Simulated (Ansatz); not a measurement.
[Cl···H···NH], triplet: reading a ladder of total energies

Geometry: a point of a hydrogen-transfer path between rigid fragments, not a stationary point.

```xyz
4

Cl   -1.8968    0.2511    0.0000
H    -0.5248    0.2511    0.0000
N     1.0762    0.2511    0.0000
H     1.3453   -0.7532    0.0000
```

Basis cc-pVTZ; Ansatz 0.2.0. Correlated methods freeze the noble-gas cores, which leaves 14 electrons in 86 orbitals. Prefix R: restricted or restricted open-shell reference; prefix U: unrestricted.

Full CI isn't at hand for all of this; UCCSDT(Q) serves as the reference, and is uncertain by about the last step of the cluster series.

Runs differ by some tens of microhartree through their thresholds and, for an open shell, their frozen cores, so steps under 0.03 kcal/mol mean nothing.

| level | total energy (hartree) |
| --- | --- |
| UHF | -515.073556 |
| UMP2 | -515.422366 |
| UCCSD | -515.459874 |
| UCCSD(T) | -515.472893 |
| UCCSDT | -515.473934 |
| UCCSDT(Q) | -515.474462 |

Problem. What is the correlation energy at UCCSDT(Q), and what share of it do UMP2 and UCCSDT recover?

Solution. E(corr) = -515.474462 − (-515.073556) = -0.400906 hartree = -10.909 eV. UMP2: -0.348810 / -0.400906 = 87.01 %. UCCSDT: -0.400378 / -0.400906 = 99.87 %.

Problem. By how many kcal/mol does UCCSD(T) miss UCCSDT(Q) (1 hartree = 627.509 kcal/mol), and which steps make up the rest?

Solution. -515.472893 − (-515.474462) = 0.001569 hartree = 0.98 kcal/mol. Steps: UCCSDT − UCCSD(T) = -0.65, UCCSDT(Q) − UCCSDT = -0.33 kcal/mol. Differences between like states or geometries often cancel part of this.
